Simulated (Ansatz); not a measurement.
# Al₂HCl+ (doublet): the correlation ladder, cc-pVDZ

The task here is to estimate one member of a computed series from the others.

Computed with Ansatz 0.2.0, Gaussian basis. Level: cc-pVDZ, core rule «outside noble gas», up to 15 orbitals frozen.

The runs, in order: UHF; CCSD(T) on ROHF; CCSD(T) on UHF; BCCD(T) on ROHF; CISD; CCSDT(Q) on ROHF; CCSDT(Q) on UHF; CASSCF and MRCISD+Q, 9 electrons in 9 orbitals; CASSCF and NEVPT2, 9 electrons in 9 orbitals.

15 further runs of the same task are left out: 6 that didn't finish, 9 set aside as unsound or not needed.

## The geometry

The geometry is a PBE0/def2-TZVP stationary point (not a proven minimum) of the parent state, kept for this charge and spin.

4 atoms, charge 1, spin multiplicity 2.

Atoms are counted from 1 here; the program's logs count them from 0.

Bond lengths: Al1–Al2 2.660 Å, Al1–H4 1.822 Å, Al2–Cl3 2.128 Å, Al2–H4 1.926 Å. Angles: Al2–Al1–H4 46.4°, Al1–Al2–Cl3 147.9°, Al1–Al2–H4 43.2°, Cl3–Al2–H4 104.7°, Al1–H4–Al2 90.4°.

The first run:

Input file in.yaml:

```yaml
crystal:
  periodic: [false, false, false]
  atoms:
    - {symbol: Al, position_ang: [0.000000, 0.166286, 2.592835]}
    - {symbol: Al, position_ang: [0.000000, -0.468616, 0.009808]}
    - {symbol: Cl, position_ang: [0.000000, 0.197465, -2.010827]}
    - {symbol: H, position_ang: [0.000000, 1.147488, 1.058134]}
basis:
  gaussian: {orbitals: cc-pVDZ}
total_charge: 1
magnetization: {spin_polarized: true, initial_magnetization: 1}
hamiltonian: {xc: hf}
output: {orbitals: {seedname: orbitals}}
```

Run with:

```bash
$ ansatz run in.yaml --threads 1 --pin off --events-out ev --progress --plain --max-ram 2393MiB
```

Among the steps run: UHF; CCSD(T) on ROHF; CCSD(T) on UHF; BCCD(T) on ROHF; CISD; CCSDT(Q) on ROHF; CCSDT(Q) on UHF; CASSCF and MRCISD+Q, 9 electrons in 9 orbitals; CASSCF and NEVPT2, 9 electrons in 9 orbitals.

One table of the session follows, with a row left open; its other results are not shown here.

| method | from UCCSDT(Q) (kcal/mol) |
| --- | --- |
| ROHF | +168.71 |
| UHF | +165.07 |
| RMP2 | +29.55 |
| UMP2 | ? |
| CISD | +23.09 |
| RCCSD | +5.81 |
| UCCSD | +5.82 |
| RCCSD(T) | +1.23 |
| UCCSD(T) | +1.26 |
| BCCD(T) | +1.21 |
| RCCSDT | +0.37 |
| UCCSDT | +0.39 |
| RCCSDT(Q) | +0.05 |
| UCCSDT(Q) | 0 |

Q: Estimate the row for UMP2 from the others.

As computed: from UCCSDT(Q) (kcal/mol): +31.01. In the column «from UCCSDT(Q) (kcal/mol)» it lies between RMP2 (+29.55) and UHF (+165.07).

Not comparable, so not listed: CASSCF and NEVPT2, 9 electrons in 9 orbitals (they don't share determinant, frozen orbitals or solution with the rows shown, or repeat one).

To keep in mind: Left out of the table: CASSCF frontier, MRCISD frontier, MRCISD+Q frontier (the active space lost an orbital or holds another state than full CI finds). Restricted and unrestricted rows rest on different reference determinants; where their highest levels disagree by more than a few hundredths of an eV, they describe different states and don't form one ladder. Warnings in the runs' records: passed over end.
